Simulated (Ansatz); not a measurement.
System: hcp Sc. Method: PBE in Ansatz (plane waves, PAW).

Settings: plane-wave cutoff 520 eV, 16×16×10 k mesh (along the axes of the cell as run), Fermi–Dirac smearing 0.1 eV, perturbation theory, force constants from a 4×4×2 q mesh, scalar-relativistic PAW data made under PBE.

Computed at the level's own relaxed cell.

```yaml
crystal:
  lattice:
    - [3.31964, 0.00000, 0.00000]
    - [-1.65982, 2.87489, 0.00000]
    - [0.00000, 0.00000, 5.16534]
  atoms:
    - { symbol: Sc, position: [0.66667, 0.33333, 0.75000] }
    - { symbol: Sc, position: [0.33333, 0.66667, 0.25000] }
```

Harmonic phonon frequencies (cm⁻¹; i marks an imaginary mode):

```csv
q point,frequencies
Γ,0 0 0 135 135 223
A,96 96 96 96 161 161
```

No imaginary mode appears at these points.

Ansatz is an electronic-structure program.
